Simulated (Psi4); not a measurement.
Psi4 input (wB97X-D/6-311+G**):

```
memory 1500 MB

molecule {
0 1
C     0.00197600   -0.00690500    0.76306900
C    -0.00197600    0.00690500   -0.76306900
H     0.00893200    1.00657800    1.16924400
H    -0.88080600   -0.51392200    1.15779000
H     0.88088700   -0.52414700    1.15313500
H    -0.00893200   -1.00657800   -1.16924400
H    -0.88088700    0.52414700   -1.15313500
H     0.88080600    0.51392200   -1.15779000
symmetry c1
no_reorient
no_com
}

set {
  basis 6-311+G**
  reference rks
  scf_type pk
  dft_radial_points 99
  dft_spherical_points 590
  e_convergence 1e-8
  d_convergence 1e-7
  maxiter 150
}

e = energy('wb97x-d')
print_out(f'\nFINAL {e:.10f} DIPOLE {variable("CURRENT DIPOLE")[0]:.6f} {variable("CURRENT DIPOLE")[1]:.6f} {variable("CURRENT DIPOLE")[2]:.6f}\n')
```

From the output:

```
      58A      2.221539    59A      2.413846    60A      2.413847
      61A      2.462702    62A      2.567311    63A      2.567312
      64A      2.586763    65A      2.676520    66A      2.676520
      67A      2.702959    68A      2.702961    69A      2.752952
      70A      2.752954    71A      2.881662    72A      2.918503
      73A      3.275329    74A      3.900995    75A      3.900997
      76A      3.921142    77A      3.921144    78A      4.332951
      79A     24.047842    80A     24.136557

    Final Occupation by Irrep:
              A
    DOCC [     9 ]
    NA   [     9 ]
    NB   [     9 ]

  @RKS Final Energy:   -79.82509556267875

   => Energetics <=

    Nuclear Repulsion Energy =             42.2560391000117690
    One-Electron Energy =                -189.3643203790405778
    Two-Electron Energy =                  76.0771802493742513
    DFT Exchange-Correlation Energy =      -8.7921355621856101
    Empirical Dispersion Energy =          -0.0018589708386041
    VV10 Nonlocal Energy =                  0.0000000000000000
    Total Energy =                        -79.8250955626787544

Computation Completed

Properties will be evaluated at   0.000000,   0.000000,   0.000000 [a0]

Properties computed using the SCF density matrix

 Multipole Moments:

 ------------------------------------------------------------------------------------
     Multipole            Electronic (a.u.)      Nuclear  (a.u.)        Total (a.u.)
 ------------------------------------------------------------------------------------

 L = 1.  Multiply by 2.5417464519 to convert [e a0] to [Debye]
 Dipole X            :         -0.0000000            0.0000000           -0.0000000
 Dipole Y            :         -0.0000000            0.0000000           -0.0000000
 Dipole Z            :         -0.0000000            0.0000000           -0.0000000
 Magnitude           :                                                    0.0000000

 ------------------------------------------------------------------------------------

FINAL -79.8250955627 DIPOLE -0.000000 -0.000000 -0.000000

*** Psi4 exiting successfully. Buy a developer a beer!
```

The geometry given is a B3LYP-D3(BJ)/def2-TZVP minimum.
